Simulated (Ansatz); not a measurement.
# BNH₄ (triplet): from Hartree-Fock to the top rungs at distance B1–H4 along a hydrogen transfer = 1.429 Å, cc-pVDZ

How much of the correlation energy of BNH₄ (triplet) does each wave-function method recover here?

Program: Ansatz 0.2.0, Gaussian basis. Level of theory: cc-pVDZ, core rule «outside noble gas», up to 2 orbitals frozen. These are calculated values, not measurements.

The runs, in order: UHF; CCSD(T) on ROHF; CCSD(T) on UHF; BCCD(T) on ROHF; CISD; CCSDT(Q) on ROHF; CCSDT(Q) on UHF; CASSCF and MRCISD+Q, 4 electrons in 4 orbitals; CASSCF and NEVPT2, 4 electrons in 4 orbitals.

8 further runs of the same task are left out: 1 for a mislabelled method, 7 that didn't finish.

**1. The system**

The geometry derives from fragments relaxed apart (PBE0/def2-TZVP) and kept rigid, so it is no stationary point. A hydrogen atom is moved between rigid fragments.

6 atoms, charge 0, spin multiplicity 3.

Atoms are counted from 1 here; the program's logs count them from 0.

Bond lengths: B1–H2 1.193 Å, B1–H3 1.193 Å, B1–H4 1.429 Å, H4–N5 1.079 Å, N5–H6 1.040 Å. Angles: H2–B1–H3 120.0°, H2–B1–H4 120.0°, H3–B1–H4 120.0°, B1–H4–N5 180.0°, H4–N5–H6 105.0°.

Coordinates:

```xyz
6
charge 0, multiplicity 3
B    -1.3229    0.0351    0.0000
H    -1.9196    1.0687    0.0000
H    -1.9196   -0.9985    0.0000
H     0.1061    0.0351    0.0000
N     1.1851    0.0351    0.0000
H     1.4542   -0.9691    0.0000
```

**2. UHF**

File in.yaml:

```yaml
crystal:
  periodic: [false, false, false]
  atoms:
    - {symbol: B, position_ang: [-1.322913, 0.035086, 0.000000]}
    - {symbol: H, position_ang: [-1.919647, 1.068657, 0.000000]}
    - {symbol: H, position_ang: [-1.919647, -0.998486, 0.000000]}
    - {symbol: H, position_ang: [0.106087, 0.035086, 0.000000]}
    - {symbol: N, position_ang: [1.185087, 0.035086, 0.000000]}
    - {symbol: H, position_ang: [1.454168, -0.969141, 0.000000]}
basis:
  gaussian: {orbitals: cc-pVDZ}
magnetization: {spin_polarized: true, initial_magnetization: 2}
hamiltonian: {xc: hf}
output: {orbitals: {seedname: orbitals}}
```

On the command line:

```bash
ansatz run in.yaml --threads 1 --pin off --events-out ev --progress --plain --max-ram 2393MiB
```

Further steps of the session: CCSD(T) on ROHF; CCSD(T) on UHF; BCCD(T) on ROHF; CISD; CCSDT(Q) on ROHF; CCSDT(Q) on UHF; CASSCF and MRCISD+Q, 4 electrons in 4 orbitals; CASSCF and NEVPT2, 4 electrons in 4 orbitals.

Q: Predict the results of all the runs planned. Wanted: UCCSDT(Q) below the RHF energy; RMP2 from UCCSDT(Q); UMP2 from UCCSDT(Q); RCCSD from UCCSDT(Q); RCCSD(T) from UCCSDT(Q); UCCSD(T) from UCCSDT(Q); RCCSDT(Q) from UCCSDT(Q); T1 diagnostic.

As calculated:

```
                         quantity                                                   value
   UCCSDT(Q) below the RHF energy                                              -7.6298 eV
              RMP2 from UCCSDT(Q)                                           +117.9 kJ/mol
              UMP2 from UCCSDT(Q)                                           +123.1 kJ/mol
             RCCSD from UCCSDT(Q)                                            +18.0 kJ/mol
          RCCSD(T) from UCCSDT(Q)                                             +3.3 kJ/mol
          UCCSD(T) from UCCSDT(Q)                                             +3.3 kJ/mol
         RCCSDT(Q) from UCCSDT(Q)                                             +0.1 kJ/mol
levels within 1 kcal/mol (43 meV)  RCCSD(T), UCCSD(T), BCCD(T), RCCSDT, UCCSDT, RCCSDT(Q)
                    T1 diagnostic                                                   0.022
```

In words: RCCSD(T) lands +3.3 kJ/mol from the yardstick (0.5 % of the correlation energy). These misses are within one basis, not against nature; the frozen cores of restricted and unrestricted runs differ, which can shift their rows.
